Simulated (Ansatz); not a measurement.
Input file:

```yaml
crystal:
  periodic: [false, false, false]
  atoms:
    - {symbol: H, position_ang: [-2.664909, 0.047936, 0.000000]}
    - {symbol: H, position_ang: [-1.399909, 0.047936, 0.000000]}
    - {symbol: Si, position_ang: [0.127091, 0.047936, 0.000000]}
    - {symbol: H, position_ang: [0.523525, -1.431577, 0.000000]}
basis:
  gaussian: {orbitals: 6-31G}
magnetization: {spin_polarized: false, initial_magnetization: 1}
correlation: {method: ccsdt_q, electrons: outside_noble_gas}
```

```sh
$ ansatz run in.yaml --threads 1 --pin off --events-out ev --progress --plain --max-ram 2393MiB
```

Output:

```
388 factors; integrals over basis functions are off by at most 6.2e-8 eV
mean field evaluation 1: about -7902.5231 eV, gradient 6.8e0 eV
mean field evaluation 2: about -7902.5249 eV, gradient 6.8e0 eV
mean field evaluation 4: about -7903.3022 eV, gradient 2.0e0 eV
mean field evaluation 8: about -7903.4813 eV, gradient 5.6e-4 eV
mean field evaluation 16: about -7903.4788 eV, gradient 2.4e-1 eV
mean field evaluation 32: about -7903.4809 eV, gradient 2.9e-1 eV
mean field evaluation 64: about -7899.1191 eV, gradient 1.3e-2 eV
mean field evaluation 96: about -7903.4841 eV, gradient 7.6e-2 eV
mean field evaluation 128: about -7899.1191 eV, gradient 1.0e-2 eV
mean field -7903.48134795 eV, -290.4475823650 hartree, gradient 8.4e-7 eV, S^2 0.750000; 4 other end points of the search recorded, 0 dependent functions left out
mean field evaluation 160: about -7903.6987 eV, gradient 1.1e-3 eV
determinant -7903.48134795 eV, -290.4475823650 hartree, with singles and doubles -7905.42465667 eV, -290.5189976435 hartree
determinant -7902.32593835 eV, -290.4051218453 hartree, with singles and doubles -7905.26525175 eV, -290.5131396206 hartree
determinant -7903.48134795 eV, -290.4475823650 hartree, with singles and doubles -7905.42539522 eV, -290.5190247845 hartree
determinant -7902.32593835 eV, -290.4051218453 hartree, with singles and doubles -7905.26808149 eV, -290.5132436116 hartree
5 core orbitals not correlated: weight in the atoms' cores, before any rotation towards them, 1.000 or more for the frozen orbitals, at most 0.000 for the correlated occupied ones
reference -7903.48134795 eV, -290.4475823650 hartree; 4, 3 occupied and 10, 11 virtual orbitals, 388 factors
second order -1.26729381 eV of doubles, -0.04993805 eV of singles
cycle   1  -1.68583977 eV  change   -3.7e-1 eV  update   6.5e-2
cycle   2  -1.94043628 eV  change   -2.5e-1 eV  update   3.5e-2
cycle   3  -1.96554118 eV  change   -2.5e-2 eV  update   1.4e-2
cycle   4  -1.97204559 eV  change   -6.5e-3 eV  update   6.2e-3
cycle   5  -1.97393666 eV  change   -1.9e-3 eV  update   2.9e-3
cycle   6  -1.97391489 eV  change    2.2e-5 eV  update   1.1e-3
cycle   7  -1.97456719 eV  change   -6.5e-4 eV  update   4.7e-4
cycle   8  -1.97475269 eV  change   -1.9e-4 eV  update   2.4e-4
cycle   9  -1.97457481 eV  change    1.8e-4 eV  update   1.1e-4
cycle  10  -1.97467819 eV  change   -1.0e-4 eV  update   5.3e-5
cycle  11  -1.97468201 eV  change   -3.8e-6 eV  update   2.4e-5
cycle  12  -1.97467495 eV  change    7.1e-6 eV  update   1.3e-5
cycle  13  -1.97466460 eV  change    1.0e-5 eV  update   6.3e-6
cycle  14  -1.97466692 eV  change   -2.3e-6 eV  update   3.1e-6
cycle  15  -1.97466903 eV  change   -2.1e-6 eV  update   1.6e-6
cycle  16  -1.97466948 eV  change   -4.5e-7 eV  update   8.2e-7
perturbative correction -0.00152865 eV, -0.0000561769 hartree
Total energy: -7905.45754607 eV, -290.5202063066 hartree
```

For the same geometry and basis full CI lies 0.7 meV lower.

Ran on 1 thread of Arm Neoverse V1, shared host: 1.7 s wall, 0.08 GiB peak host memory.
